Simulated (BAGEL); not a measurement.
# One shape, several levels: CH5N (methylamine)

We compute a comparison of 4 runs (B3LYP/6-31G*, B3LYP/aug-cc-pVDZ, PBE0/aug-cc-pVDZ, RI-MP2/aug-cc-pVDZ) of CH5N (methylamine). 

Program for the calculation: BAGEL 1.2.2.

## (1) The molecule

CH5N has 7 atoms, charge 0, and is taken as a singlet. SMILES: `CN`. The coordinates come from a PBE0-D4/def2-TZVP relaxation.

Bond lengths: C1–N2 1.453 Å, C1–H3 1.100 Å, C1–H4 1.092 Å, C1–H5 1.092 Å, N2–H6 1.012 Å, N2–H7 1.012 Å. Angles: C1–N2–H6 110.6°, C1–N2–H7 110.6°, N2–C1–H3 115.4°, N2–C1–H4 109.4°, N2–C1–H5 109.4°, H6–N2–H7 106.7°, H3–C1–H4 107.7°, H3–C1–H5 107.7°, H4–C1–H5 106.9°.

## (2) The energy at B3LYP/6-31G(d) (density fitting with qzvpp-jkfit, spherical functions) (run 1)

input.json

```json
{ "bagel" : [

{
  "title" : "molecule",
  "basis" : "6-31gs.json",
  "df_basis" : "qzvpp-jkfit",
  "angstrom" : true,
  "geometry" : [
    { "atom" : "C", "xyz" : [   -0.473800,   -0.138400,   -0.281500 ] },
    { "atom" : "N", "xyz" : [    0.801600,    0.390900,    0.170500 ] },
    { "atom" : "H", "xyz" : [   -0.984400,   -0.806400,    0.427500 ] },
    { "atom" : "H", "xyz" : [   -0.327200,   -0.690700,   -1.212500 ] },
    { "atom" : "H", "xyz" : [   -1.150500,    0.689300,   -0.505500 ] },
    { "atom" : "H", "xyz" : [    1.448000,   -0.360600,    0.373500 ] },
    { "atom" : "H", "xyz" : [    0.686300,    0.915800,    1.027900 ] }
  ]
},
{ "title" : "ks", "xc_func" : "b3lyp", "charge" : 0 },
{ "title" : "print", "file" : "orbitals.molden", "orbitals" : true }

]}
```

The basis set 6-31G* is read from a file made from the Basis Set Exchange's data (not shown).

Started as:

```bash
$ BAGEL_NUM_THREADS=1 BAGEL input.json > input.out
```

What it wrote:

```text
* using 1 threads per process

  ===============================================================
  ===============================================================

  *** Geometry ***

  { "atom" : "C", "xyz" : [     -0.895352,     -0.261538,     -0.531958 ] },
  { "atom" : "N", "xyz" : [      1.514804,      0.738694,      0.322198 ] },
  { "atom" : "H", "xyz" : [     -1.860246,     -1.523875,      0.807858 ] },
  { "atom" : "H", "xyz" : [     -0.618318,     -1.305234,     -2.291293 ] },
  { "atom" : "H", "xyz" : [     -2.174130,      1.302588,     -0.955257 ] },
  { "atom" : "H", "xyz" : [      2.736323,     -0.681435,      0.705813 ] },
  { "atom" : "H", "xyz" : [      1.296919,      1.730611,      1.942449 ] },

  Number of auxiliary basis functions:      242

  Since a DF basis is specified, we compute 2- and 3-index integrals:
    o Being stored without compression. Storage requirement is 0.003 GB

  Number of basis functions:       38
  Number of electrons      :       18

    * METHOD: MOLECULE                             0.04

  *** Kohn-Sham DFT ***

    * Removing 11180 points whose weight is below 1.00e-10
    * Grid points: 93162

  === Nuclear Repulsion ===
    42.1408785982

       - DIIS with orbital gradients will be used.

  === KS iteration (b3lyp / 6-31gs.json) ===
      0        -81.66635114          0.21534336           0.09
      1        -83.04949818          0.16587650           0.08
      2        -84.08212317          0.30046639           0.07
      3        -93.08214480          0.15983620           0.07
      4        -94.50134941          0.11677973           0.07
      5        -95.43294981          0.06204032           0.08
      6        -95.74952479          0.03144570           0.07
      7        -95.83215922          0.01336557           0.07
      8        -95.85117817          0.00068415           0.07
      9        -95.85122546          0.00006083           0.07
     10        -95.85122573          0.00001059           0.07
     11        -95.85122574          0.00000155           0.07
     12        -95.85122574          0.00000066           0.07
     13        -95.85122574          0.00000060           0.07
     14        -95.85122574          0.00000004           0.07
     15        -95.85122574          0.00000001           0.07
    * SCF iteration converged.

    * Permanent dipole moment:
           (    0.147708,     0.310277,    -0.433257) a.u.

    * METHOD: KS                                   1.37

    * METHOD: PRINT                                0.00

  ===============================================================
```

Wall time 1.6 s (1 thread of Arm Neoverse V2, shared host); peak memory 0.18 GiB.

## (3) A single-point energy at B3LYP/aug-cc-pVDZ (density fitting with qzvpp-jkfit) (run 2)

job.json

```json
{ "bagel" : [

{
  "title" : "molecule",
  "basis" : "aug-cc-pvdz.json",
  "df_basis" : "qzvpp-jkfit",
  "angstrom" : true,
  "geometry" : [
    { "atom" : "C", "xyz" : [      -0.473800,      -0.138400,      -0.281500 ] },
    { "atom" : "N", "xyz" : [       0.801600,       0.390900,       0.170500 ] },
    { "atom" : "H", "xyz" : [      -0.984400,      -0.806400,       0.427500 ] },
    { "atom" : "H", "xyz" : [      -0.327200,      -0.690700,      -1.212500 ] },
    { "atom" : "H", "xyz" : [      -1.150500,       0.689300,      -0.505500 ] },
    { "atom" : "H", "xyz" : [       1.448000,      -0.360600,       0.373500 ] },
    { "atom" : "H", "xyz" : [       0.686300,       0.915800,       1.027900 ] }
  ]
},

{ "title" : "ks", "xc_func" : "b3lyp" },

{ "title" : "print", "file" : "orbitals.molden", "orbitals" : true }

]}
```

The basis set aug-cc-pVDZ is read from a file made from the Basis Set Exchange's data (not shown).

Started as:

```bash
$ BAGEL_NUM_THREADS=1 BAGEL job.json > job.out
```

What it wrote:

```text
* using 1 threads per process

  ===============================================================
  ===============================================================

  *** Geometry ***

  { "atom" : "C", "xyz" : [     -0.895352,     -0.261538,     -0.531958 ] },
  { "atom" : "N", "xyz" : [      1.514804,      0.738694,      0.322198 ] },
  { "atom" : "H", "xyz" : [     -1.860246,     -1.523875,      0.807858 ] },
  { "atom" : "H", "xyz" : [     -0.618318,     -1.305234,     -2.291293 ] },
  { "atom" : "H", "xyz" : [     -2.174130,      1.302588,     -0.955257 ] },
  { "atom" : "H", "xyz" : [      2.736323,     -0.681435,      0.705813 ] },
  { "atom" : "H", "xyz" : [      1.296919,      1.730611,      1.942449 ] },

  Number of auxiliary basis functions:      242

  Since a DF basis is specified, we compute 2- and 3-index integrals:
    o Being stored without compression. Storage requirement is 0.016 GB

  Number of basis functions:       91
  Number of electrons      :       18

    * METHOD: MOLECULE                             0.06

  *** Kohn-Sham DFT ***

    * Removing 11180 points whose weight is below 1.00e-10
    * Grid points: 93162

  === Nuclear Repulsion ===
    42.1408785982

       - DIIS with orbital gradients will be used.

  === KS iteration (b3lyp / aug-cc-pvdz.json) ===
      0        -79.41258203          0.09392637           0.20
      1        -75.66338935          0.15851000           0.20
      2        -82.06285298          0.15194445           0.20
      3        -95.01306029          0.04669530           0.20
      4        -95.21240856          0.04357127           0.21
      5        -95.73886045          0.02125212           0.20
      6        -95.83787308          0.01061141           0.19
      7        -95.87251505          0.00219456           0.20
      8        -95.87365898          0.00037418           0.20
      9        -95.87369393          0.00013028           0.20
     10        -95.87369837          0.00001654           0.20
     11        -95.87369845          0.00000400           0.20
     12        -95.87369845          0.00000166           0.22
     13        -95.87369845          0.00000030           0.22
     14        -95.87369845          0.00000006           0.22
     15        -95.87369845          0.00000001           0.22
    * SCF iteration converged.

    * Permanent dipole moment:
           (    0.169733,     0.296860,    -0.381464) a.u.

    * METHOD: KS                                   3.68

    * METHOD: PRINT                                0.01

  ===============================================================
```

It took 3.9 s on 1 thread of Arm Neoverse V2, shared host; peak memory 0.38 GiB.

Run 3 isn't shown in full; the table further down has it.

## (4) A single-point energy at RI-MP2/aug-cc-pVDZ (density fitting with qzvpp-jkfit) (run 4)

calc.json

```json
{ "bagel" : [

{
  "title" : "molecule",
  "basis" : "aug-cc-pvdz.json",
  "df_basis" : "qzvpp-jkfit",
  "angstrom" : true,
  "geometry" : [
    { "atom" : "C", "xyz" : [      -0.473800,      -0.138400,      -0.281500 ] },
    { "atom" : "N", "xyz" : [       0.801600,       0.390900,       0.170500 ] },
    { "atom" : "H", "xyz" : [      -0.984400,      -0.806400,       0.427500 ] },
    { "atom" : "H", "xyz" : [      -0.327200,      -0.690700,      -1.212500 ] },
    { "atom" : "H", "xyz" : [      -1.150500,       0.689300,      -0.505500 ] },
    { "atom" : "H", "xyz" : [       1.448000,      -0.360600,       0.373500 ] },
    { "atom" : "H", "xyz" : [       0.686300,       0.915800,       1.027900 ] }
  ]
},

{
  "title" : "hf"
},

{
  "title" : "mp2",
  "ncore" : 2
}

]}
```

The basis set aug-cc-pVDZ is read from a file made from the Basis Set Exchange's data (not shown).

Started as:

```bash
$ BAGEL_NUM_THREADS=1 BAGEL calc.json > calc.out
```

What it wrote:

```text
* using 1 threads per process

  ===============================================================
  ===============================================================

  *** Geometry ***

  { "atom" : "C", "xyz" : [     -0.895352,     -0.261538,     -0.531958 ] },
  { "atom" : "N", "xyz" : [      1.514804,      0.738694,      0.322198 ] },
  { "atom" : "H", "xyz" : [     -1.860246,     -1.523875,      0.807858 ] },
  { "atom" : "H", "xyz" : [     -0.618318,     -1.305234,     -2.291293 ] },
  { "atom" : "H", "xyz" : [     -2.174130,      1.302588,     -0.955257 ] },
  { "atom" : "H", "xyz" : [      2.736323,     -0.681435,      0.705813 ] },
  { "atom" : "H", "xyz" : [      1.296919,      1.730611,      1.942449 ] },

  Number of auxiliary basis functions:      242

  Since a DF basis is specified, we compute 2- and 3-index integrals:
    o Being stored without compression. Storage requirement is 0.016 GB

  Number of basis functions:       91
  Number of electrons      :       18

    * METHOD: MOLECULE                             0.06

  *** RHF ***

  === Nuclear Repulsion ===
    42.1408785982

      * DIIS with orbital gradients will be used.

  === RHF iteration (aug-cc-pvdz.json) ===
      0        -94.89593472          0.02936844           0.01
      1        -95.11641634          0.02157946           0.02
      2        -95.22870763          0.00240541           0.02
      3        -95.23064959          0.00056622           0.02
      4        -95.23075578          0.00017329           0.01
      5        -95.23076878          0.00003319           0.01
      6        -95.23076956          0.00000868           0.01
      7        -95.23076961          0.00000244           0.01
      8        -95.23076962          0.00000065           0.01
      9        -95.23076962          0.00000018           0.01
     10        -95.23076962          0.00000007           0.01
     11        -95.23076962          0.00000002           0.01
     12        -95.23076962          0.00000001           0.01
    * SCF iteration converged.

    * Permanent dipole moment:
           (    0.181414,     0.314374,    -0.402063) a.u.

    * METHOD: HF                                   0.25

  *** RHF ***

  === Nuclear Repulsion ===
    42.1408785982

      * DIIS with orbital gradients will be used.

  === RHF iteration (aug-cc-pvdz.json) ===
      0        -95.23076962          0.00000000           0.01
    * SCF iteration converged.

    * Permanent dipole moment:
           (    0.181414,     0.314374,    -0.402063) a.u.

  === DF-MP2 calculation ===

    * freezing 2 orbitals
    * 3-index integral transformation done
    * assembly done

      MP2 correlation energy:   -0.3421825259      0.01

      MP2 total energy:        -95.5729521442

    * METHOD: MP2                                  0.04

  ===============================================================
```

Run time: 0.52 s. Hardware: 1 thread of Arm Neoverse V2, shared host.

## (5) Overview of the runs

```csv
run,level,frozen core orbitals,energy (Eh),dipole moment (D),HOMO energy (eV),LUMO energy (eV),wall time
1,"B3LYP/6-31G* (density fitting with qzvpp-jkfit, spherical functions)",–,-95.851226,1.41,-6.13,2.39,1.6 s
2,B3LYP/aug-cc-pVDZ (density fitting with qzvpp-jkfit),–,-95.873698,1.30,-6.63,-0.34,3.9 s
3,PBE0/aug-cc-pVDZ (density fitting with qzvpp-jkfit),–,-95.753440,1.30,-6.85,-0.07,4.2 s
4,RI-MP2/aug-cc-pVDZ (density fitting with qzvpp-jkfit),2,-95.572952,–,–,–,0.52 s
```

## (6) Results

```
                                          quantity         value
                               run 4: total energy  -95.57295 Eh
run 4: correlation energy (2 core orbitals frozen)    -342.2 mEh
```

In words: Over runs 1, 2, 3 the dipole moment (its size) runs from 1.30 D (PBE0/aug-cc-pVDZ) to 1.41 D (B3LYP/6-31G*). The two ends differ in method and basis. Over runs 1, 2, 3 the HOMO–LUMO gap runs from 6.29 eV (B3LYP/aug-cc-pVDZ) to 8.51 eV (B3LYP/6-31G*). Totals of different functionals can't be ranked against each other. All runs together took 10 s, the longest 4.2 s.
